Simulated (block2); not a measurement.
# DMRG/STO-6G run of [SiH5]− (SMILES [H][Si-]([H])([H])([H])[H])

What is the vertical ionisation energy of [SiH5]− at DMRG/STO-6G? The job is set up through a Python script.

The calculation is run with block2 0.5.4.

3 further runs of the same task are left out: 3 set aside as unsound or not needed.

### 1 The structure to begin with

[SiH5]−: 6 atoms, total charge -1, spin state singlet. SMILES: `[H][Si-]([H])([H])([H])[H]`. Geometry: relaxed at GFN2-xTB.

Bond lengths: Si1–H2 1.639 Å, Si1–H3 1.644 Å, Si1–H4 1.491 Å, Si1–H5 1.491 Å, Si1–H6 1.491 Å. Angles: H2–Si1–H3 179.9°, H2–Si1–H4 90.0°, H2–Si1–H5 90.0°, H2–Si1–H6 90.1°, H3–Si1–H4 89.9°, H3–Si1–H5 90.0°, H3–Si1–H6 90.0°, H4–Si1–H5 120.1°, H4–Si1–H6 120.0°, H5–Si1–H6 120.0°.

### 2 The energy at DMRG/STO-6G

Input file mol.xyz:

```xyz
6
H5Si
Si    -0.000240     0.000230     0.001470
H     -0.019890    -0.007790     1.639910
H      0.021790     0.007860    -1.642440
H      1.490630     0.011850     0.019200
H     -0.757550     1.285100    -0.002620
H     -0.734730    -1.297250    -0.015520
```

Input file job.py:

```python
import numpy as np
from pyscf import cc, dft, gto, lo, mcscf, mp, scf
from pyblock2._pyscf.ao2mo import integrals as itg
from pyblock2.driver.core import DMRGDriver, SymmetryTypes

geom = "mol.xyz"
mol = gto.M(
    atom=geom,
    basis="sto-6g",
    charge=-1,
    verbose=4,
    max_memory=2000,
)
print("basis functions         : %d" % (mol.nao))
mf = scf.RHF(mol)
mf.conv_tol = 1e-10
mf.max_cycle = 200
mf.kernel()
if not mf.converged:
    mf = mf.newton().run(mf.mo_coeff, mf.mo_occ)
print("reference energy        : %.10f" % (mf.e_tot))
# MP2, CCSD and CCSD(T) with the same frozen core
ref = mf
pt = mp.MP2(ref, frozen=5).run()
mycc = cc.CCSD(ref, frozen=5)
mycc.max_cycle = 150
mycc.kernel()
print(f"E(MP2)                  : {pt.e_tot:.10f}")
if mycc.converged:
    print("CCSD total energy       : %.10f" % (mycc.e_tot))
    print("CCSD(T) total energy    : %.10f" % (mycc.e_tot + mycc.ccsd_t()))
    print("T1                      : %.4f" % (mycc.get_t1_diagnostic()))
# a few density functionals on the same geometry and basis
ks = dft.RKS(mol, xc="revpbe").set(conv_tol=1e-9, verbose=3).run()
if ks.converged:
    print(f"E(revPBE)               : {ks.e_tot:.8f}")
ks = dft.RKS(mol, xc="pbe").set(conv_tol=1e-9, verbose=3).run()
if ks.converged:
    print("E(PBE)                  : %.8f" % (ks.e_tot))
ks = dft.RKS(mol, xc="camb3lyp").set(conv_tol=1e-9, verbose=3).run()
if ks.converged:
    print("E(CAM-B3LYP)            : %.8f" % (ks.e_tot))
# split localisation
mo = mf.mo_coeff.copy()
for a, b in ((5, 10), (10, 14)):
    if b - a > 1:
        mo[:, a:b] = lo.PM(mol, mo[:, a:b]).kernel()
mf.mo_coeff = mo
ncas, n_elec, spin, ecore, h1e, g2e, orb_sym = itg.get_rhf_integrals(mf, ncore=5, ncas=9, pg_symm=False, g2e_symm=1)
drv = DMRGDriver(scratch="./tmp", symm_type=SymmetryTypes.SU2, stack_mem=1500 << 20, n_threads=1)
# order the orbitals along the chain
idx = drv.orbital_reordering(h1e, g2e, method="fiedler")
print("orbital order:", idx.tolist())
h1e = h1e[np.ix_(idx, idx)]
g2e = g2e[np.ix_(idx, idx, idx, idx)]
orb_sym = np.array(orb_sym)[idx]
drv.initialize_system(n_sites=ncas, n_elec=n_elec, spin=spin, orb_sym=orb_sym)
mpo = drv.get_qc_mpo(h1e=h1e, g2e=g2e, ecore=ecore, iprint=0)
occs = np.array([1.8] * 5 + [0.2] * 4)[idx]
mps = drv.get_random_mps(tag="GS", bond_dim=25, nroots=1, occs=occs)
bond_dims = [25] * 2 + [50] * 2 + [100] * 2
noises = [0.0001] * 2 + [0.0001] * 2 + [1e-05] * 2 + [0]
thrds = [1e-07] * 6
e = drv.dmrg(mpo, mps, n_sweeps=12, tol=1e-06, bond_dims=bond_dims, noises=noises, thrds=thrds, iprint=1)
ms, dws, es = drv.get_dmrg_results()
print("DW                      : %.3e" % (dws[-1]))
print(f"E(final)                : {e:.10f}")
csf, coef = drv.get_csf_coefficients(mps, cutoff=0.08, iprint=1)
print(f"leading coefficient squared: {np.max(np.abs(coef)) ** 2:.4f}")
# FCI check
ci = mcscf.CASCI(mf, 9, (5, 5))
ci.fix_spin_(ss=0)
ci.fcisolver.conv_tol = 1e-10
ci.fcisolver.max_cycle = 200
ci.kernel()
print(f"exact diagonalisation   : {ci.e_tot:.10f}")
```

On the command line:

```console
$ python job.py
```

The program printed:

```text
[INPUT] verbose = 4
[INPUT] num. atoms = 6
[INPUT] num. electrons = 20
[INPUT] charge = -1
[INPUT] spin (= nelec alpha-beta = 2S) = 0
[INPUT] symmetry False subgroup None
[INPUT] Mole.unit = angstrom
[INPUT] Symbol           X                Y                Z      unit          X                Y                Z       unit  Magmom
[INPUT]  1 Si    -0.000240000000   0.000230000000   0.001470000000 AA   -0.000453534270   0.000434637009   0.002777897403 Bohr   0.0
[INPUT]  2 H     -0.019890000000  -0.007790000000   1.639910000000 AA   -0.037586652618  -0.014720966510   3.098980768935 Bohr   0.0
[INPUT]  3 H      0.021790000000   0.007860000000  -1.642440000000 AA    0.041177132254   0.014853247339  -3.103761776031 Bohr   0.0
[INPUT]  4 H      1.490630000000   0.011850000000   0.019200000000 AA    2.816882453060   0.022393254576   0.036282741592 Bohr   0.0
[INPUT]  5 H     -0.757550000000   1.285100000000  -0.002620000000 AA   -1.431562025664   2.428487042679  -0.004951082446 Bohr   0.0
[INPUT]  6 H     -0.734730000000  -1.297250000000  -0.015520000000 AA   -1.388438475502  -2.451447215092  -0.029328549453 Bohr   0.0

nuclear repulsion = 26.1397814709677
number of shells = 10
number of NR pGTOs = 84
number of NR cGTOs = 14
basis = sto-6g
ecp = {}
CPU time:         0.70
basis functions         : 14

[... 35 lines left out ...]
converged SCF energy = -290.510190603062
reference energy        : -290.5101906031
[... 22 lines left out ...]
Init t2, MP2 energy = -290.561982729207  E_corr(MP2) -0.051792126144898
[... 10 lines left out ...]
CCSD converged
[... 2 lines left out ...]
CCSD total energy       : -290.5852636544
[... 1 line left out ...]
CCSD(T) total energy    : -290.5859401174
[... 10 lines left out ...]
converged SCF energy = -291.151572405704
[... 10 lines left out ...]
converged SCF energy = -291.029195031568
[... 10 lines left out ...]
converged SCF energy = -291.177653460202
[... 66 lines left out ...]
Sweep =    3 | Direction = backward | Bond dimension =   50 | Noise =  1.00e-04 | Dav threshold =  1.00e-07
Time elapsed =      0.729 | E =    -290.5861536353 | DE = -1.46e-05 | DW = 3.62293e-06

Sweep =    4 | Direction =  forward | Bond dimension =  100 | Noise =  1.00e-05 | Dav threshold =  1.00e-07
Time elapsed =      1.107 | E =    -290.5861551055 | DE = -1.47e-06 | DW = 6.57827e-09

Sweep =    5 | Direction = backward | Bond dimension =  100 | Noise =  1.00e-05 | Dav threshold =  1.00e-07
Time elapsed =      1.559 | E =    -290.5861551826 | DE = -7.71e-08 | DW = 2.97951e-08

Sweep =    6 | Direction =  forward | Bond dimension =  100 | Noise =  0.00e+00 | Dav threshold =  1.00e-07
Time elapsed =      1.979 | E =    -290.5861551827 | DE = -1.42e-10 | DW = 5.09173e-09

DW                      : 5.092e-09
E(final)                : -290.5861551827
mps center changed (temporarily)
DTRIE T =      0.001
Number of CSF =          2 (cutoff =      0.08)
Sum of weights of included CSF =    0.951029277702181

CSF          0 200220022  =    0.970352990675661
CSF          1 020220022  =   -0.097182051784169
leading coefficient squared: 0.9416

******** <class 'pyscf.mcscf.casci.CASCI'> ********
CAS (5e+5e, 9o), ncore = 5, nvir = 0
natorb = False
canonicalization = True
sorting_mo_energy = False
max_memory 2000 MB (current use 287 MB)
******** <class 'pyscf.fci.addons.SpinPenaltyFCISolver'> ********
max. cycles = 200
conv_tol = 1e-10
davidson only = True
linear dependence = 1e-12
level shift = 0.001
max iter space = 12
max_memory 2000 MB
nroots = 1
pspace_size = 400
spin = None
Density matrix diagonal elements [1.97663086 1.97660686 1.97663377 1.97597906 1.97578137 0.03652988
 0.02362286 0.02906718 0.02914816]
CASCI converged
CASCI E = -290.586155184133  E(CI) = -15.3473522029309  S^2 = 0.0000000
exact diagonalisation   : -290.5861551841
```

It took 9.6 s on 1 thread of Arm Neoverse N1, shared host; peak memory 0.27 GiB.

### 3 Doublet neutral SiH5: a single-point energy at DMRG/STO-6G

mol.xyz is that of step 2.

Input file block2_dmrg.py:

```python
import numpy as np
from pyscf import cc, dft, gto, mp, scf
from pyblock2._pyscf.ao2mo import integrals as itg
from pyblock2.driver.core import DMRGDriver, SymmetryTypes

geom = "mol.xyz"
mol = gto.M(
    atom=geom,
    basis="sto-6g",
    charge=0,
    spin=1,
    verbose=3,
    max_memory=2000,
)
print("basis functions = %d" % (mol.nao))
mf = scf.UHF(mol)
mf.conv_tol = 1e-10
mf.max_cycle = 200
mf.kernel()
if not mf.converged:
    mf = mf.newton().run(mf.mo_coeff, mf.mo_occ)
# make sure the determinant is stable
for _ in range(5):
    mo, _, ok, _ = mf.stability(return_status=True)
    if ok:
        break
    mf.kernel(mf.make_rdm1(mo, mf.mo_occ))
print("E(HF) = %.10f" % (mf.e_tot))
print("reference S^2 = %.4f" % (mf.spin_square()[0]))
# MP2, CCSD and CCSD(T) with the same frozen core
ref = mf
pt = mp.MP2(ref, frozen=5).run()
mycc = cc.CCSD(ref, frozen=5)
mycc.max_cycle = 150
mycc.kernel()
print(f"MP2 total energy = {pt.e_tot:.10f}")
if mycc.converged:
    print("E(CCSD) = %.10f" % (mycc.e_tot))
    print("CCSD(T) total energy = %.10f" % (mycc.e_tot + mycc.ccsd_t()))
# a few density functionals on the same geometry and basis
ks = dft.UKS(mol, xc="revpbe").set(conv_tol=1e-9, verbose=3).run(mf.make_rdm1())
if ks.converged:
    print(f"E(revPBE) = {ks.e_tot:.8f}")
ks = dft.UKS(mol, xc="pbe").set(conv_tol=1e-9, verbose=3).run(mf.make_rdm1())
if ks.converged:
    print("E(PBE) = %.8f" % (ks.e_tot))
ks = dft.UKS(mol, xc="camb3lyp").set(conv_tol=1e-9, verbose=3).run(mf.make_rdm1())
if ks.converged:
    print(f"E(CAM-B3LYP) = {ks.e_tot:.8f}")
ncas, n_elec, spin, ecore, h1e, g2e, orb_sym = itg.get_uhf_integrals(mf, ncore=5, ncas=9, pg_symm=False, g2e_symm=8)
drv = DMRGDriver(scratch="./tmp", symm_type=SymmetryTypes.SZ, stack_mem=1500 << 20, n_threads=1)
drv.initialize_system(n_sites=ncas, n_elec=n_elec, spin=spin, orb_sym=orb_sym)
mpo = drv.get_qc_mpo(h1e=h1e, g2e=g2e, ecore=ecore, iprint=1)
mps = drv.get_random_mps(tag="GS", bond_dim=37, nroots=1)
bond_dims = [37] * 3 + [75] * 3 + [150] * 3
noises = [0.0001] * 3 + [0.0001] * 3 + [1e-05] * 3 + [0]
thrds = [1e-07] * 9
e = drv.dmrg(mpo, mps, n_sweeps=15, tol=1e-06, bond_dims=bond_dims, noises=noises, thrds=thrds, iprint=2)
ms, dws, es = drv.get_dmrg_results()
print("discarded weight = %.3e" % (dws[-1]))
print("E(final) = %.10f" % (e))
dm1 = drv.get_1pdm(mps)
print("occupation numbers =", np.round(np.concatenate([np.linalg.eigvalsh(x)[::-1] for x in dm1]), 5).tolist())
print("single-orbital entropies =", np.round(drv.get_orbital_entropies(mps, orb_type=1), 4).tolist())
print(f"largest bipartite entropy = {max(drv.get_bipartite_entanglement(mps)):.4f}")
```

On the command line:

```console
$ python block2_dmrg.py
```

The program printed:

```text
basis functions = 14

converged SCF energy = -290.619073638318  <S^2> = 0.8364627  2S+1 = 2.0846704
<class 'pyscf.scf.uhf.UHF'> wavefunction is stable in the internal stability analysis
E(HF) = -290.6190736383
reference S^2 = 0.8365
E(UMP2) = -290.669052096794  E_corr = -0.0499784584758584
E(SCS-UMP2) = -290.677852419504  E_corr = -0.0587787811858015
E(UCCSD) = -290.7028199652254  E_corr = -0.0837463269070897
MP2 total energy = -290.6690520968
E(CCSD) = -290.7028199652
UCCSD(T) correction = -0.00088858066097064
CCSD(T) total energy = -290.7037085459
converged SCF energy = -291.236080066222  <S^2> = 0.75865172  2S+1 = 2.0086331
E(revPBE) = -291.23608007
converged SCF energy = -291.117228651127  <S^2> = 0.75867361  2S+1 = 2.0086549
E(PBE) = -291.11722865
converged SCF energy = -291.257524900243  <S^2> = 0.77323541  2S+1 = 2.023102
E(CAM-B3LYP) = -291.25752490
integral symmetrize error =  0.0
integral cutoff error =  0.0
mpo terms =      10854

[... 29 lines left out ...]
 --> Site =    3-   4 .. Mmps =   37 Ndav =   7 E =   -290.6342612608 Error = 4.70e-06 FLOPS = 1.46e+09 Tdav = 0.03 T = 0.12
[... 20 lines left out ...]
 <-- Site =    0-   1 .. Mmps =   21 Ndav =   1 E =   -290.6989301819 Error = 2.39e-20 FLOPS = 1.68e+08 Tdav = 0.00 T = 0.01
[... 29 lines left out ...]
 <-- Site =    4-   5 .. Mmps =   75 Ndav =   5 E =   -290.7012065636 Error = 1.28e-06 FLOPS = 1.86e+09 Tdav = 0.02 T = 0.08
[... 20 lines left out ...]
 --> Site =    7-   8 .. Mmps =   58 Ndav =   1 E =   -290.7037608778 Error = 3.30e-20 FLOPS = 3.53e+08 Tdav = 0.00 T = 0.01
[... 29 lines left out ...]
 --> Site =    3-   4 .. Mmps =  150 Ndav =   4 E =   -290.7038772837 Error = 8.83e-12 FLOPS = 2.58e+09 Tdav = 0.04 T = 0.16
[... 20 lines left out ...]
 <-- Site =    0-   1 .. Mmps =   74 Ndav =   1 E =   -290.7042322404 Error = 3.58e-20 FLOPS = 5.72e+08 Tdav = 0.00 T = 0.03
[... 29 lines left out ...]
 <-- Site =    4-   5 .. Mmps =  150 Ndav =   3 E =   -290.7042535207 Error = 3.24e-06 FLOPS = 2.74e+09 Tdav = 0.10 T = 0.38
[... 15 lines left out ...]
 --> Site =    2-   3 .. Mmps =   64 Ndav =   1 E =   -290.7042449432 Error = 0.00e+00 FLOPS = 1.95e+09 Tdav = 0.01 T = 0.06
 --> Site =    3-   4 .. Mmps =  150 Ndav =   3 E =   -290.7042568745 Error = 3.96e-06 FLOPS = 2.88e+09 Tdav = 0.10 T = 0.37
 --> Site =    4-   5 .. Mmps =  150 Ndav =   3 E =   -290.7042546375 Error = 3.24e-06 FLOPS = 2.75e+09 Tdav = 0.10 T = 0.39
 --> Site =    5-   6 .. Mmps =  120 Ndav =   2 E =   -290.7042450229 Error = 2.16e-19 FLOPS = 1.93e+09 Tdav = 0.02 T = 0.11
 --> Site =    6-   7 .. Mmps =   75 Ndav =   1 E =   -290.7042450229 Error = 9.38e-20 FLOPS = 1.10e+09 Tdav = 0.00 T = 0.05
 --> Site =    7-   8 .. Mmps =   40 Ndav =   1 E =   -290.7042450229 Error = 5.07e-20 FLOPS = 4.07e+08 Tdav = 0.00 T = 0.02
[... 8 lines left out ...]
discarded weight = 3.960e-06
E(final) = -290.7042568745
occupation numbers = [0.99254, 0.9896, 0.9844, 0.98439, 0.96646, 0.02988, 0.02414, 0.0143, 0.0143, 0.98842, 0.98086, 0.98085, 0.96612, 0.03882, 0.01382, 0.01103, 0.01101, 0.00907]
single-orbital entropies = [0.1072, 0.1627, 0.1698, 0.2359, 0.2288, 0.1806, 0.203, 0.1356, 0.1363]
largest bipartite entropy = 0.5070
```

It took 18 s on 1 thread of Arm Neoverse N1, shared host; peak memory 0.29 GiB.

### 4 Summary of results

Level: DMRG/STO-6G, 5 core orbitals frozen.

| quantity | value |
| --- | --- |
| run 1, DMRG/STO-6G: total energy | -290.58616 Eh |
| run 1, DMRG/STO-6G: T1 diagnostic of the CCSD step | 0.007 |
| doublet neutral SiH5: total energy | -290.70426 Eh |
| vertical detachment energy (to the doublet neutral) | -3.214 eV |

In words: The species is unbound against losing an electron at this level, by 3.21 eV (−74 kcal/mol); missing correlation or diffuse functions can give that sign where the real anion is bound. In a minimal basis such a difference can be off by several eV, whatever the method.
